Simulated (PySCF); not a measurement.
# Static response to an electric field

Compound: C₆H₁₀.
Geometry (GFN2-xTB, Å), atoms numbered from 1 in this order:
```
atom  x, y, z in Å
C1     2.373    0.616    0.062
C2     0.983    0.110    0.159
C3     0.041    0.078    1.100
C4    -0.963   -0.640    0.233
C5    -2.243    0.117   -0.080
C6     0.136   -0.604   -0.866
H7     3.058   -0.203   -0.161
H8     2.676    1.085    0.995
H9     2.455    1.345   -0.745
H10   -0.022    0.430    2.113
H11   -1.200   -1.652    0.572
H12   -2.805   -0.387   -0.864
H13   -2.870    0.180    0.807
H14   -2.011    1.128   -0.409
H15   -0.124   -0.015   -1.745
H16    0.508   -1.578   -1.184
```

Level: PBE0/def2-SVPD (PySCF), static field, nuclei fixed, core orbitals frozen in the response. The polarisability tensor in these axes (au):

```
x   84.01  4.38 -4.14
y    4.38 59.44  2.72
z   -4.14  2.72 67.78
```

Question: Give the principal values, the mean and the anisotropy Δα = √{½[(α1 − α2)² + (α2 − α3)² + (α1 − α3)²]}.

Answer: Principal values 57.52, 68.19 and 85.52 au; mean 70.41 au = 10.43 Å³ = 11.61 × 10⁻⁴⁰ C²·m²/J; Δα = 24.48 au (35 % of the mean).

Question: What is the dipole moment, and where does it point?

Answer: (0.31, 0.00, -0.15) D, 0.35 D in size, pointing from the negative to the positive side. Measured along this direction, the outermost atoms are H13 at the negative end and H7 at the positive end.

Question: Refractivity n − 1 of an ideal gas of it at 350 K and 1 atm, from the electronic α?

Answer: N = p/kT = 2.0968 × 10¹⁹ cm⁻³, so n − 1 = 2π × N × 10.43 × 10⁻²⁴ cm³ = 1375 × 10⁻⁶ at long wavelengths.

Question: Rayleigh depolarisation ratio (linearly polarised light, static tensor)?

Answer: ρ = 3Δα²/(45ᾱ² + 4Δα²) = 1797.8/(223085 + 2397.1) = 0.00797.

Question: Find the Langevin capture rate constant for NO+ (29.998 u) meeting this molecule (82.078 u), k = 2.342 × 10⁻⁹ cm³/s × √(α in Å³ / reduced mass in u).

Answer: The reduced mass is 21.97 u, so k = 1.61 × 10⁻⁹ cm³/s. The formula leaves out the permanent dipole, which adds to the capture rate.

Question: Estimate the molar refractivity from the static electronic polarisability.

Answer: Lorentz–Lorenz: R = (4π/3)N_A α = 2.5225 cm³/(mol·Å³) × 10.43 Å³ = 26.3 cm³/mol, in the limit of long wavelengths.

Isolated species at its GFN2-xTB geometry, gas phase.
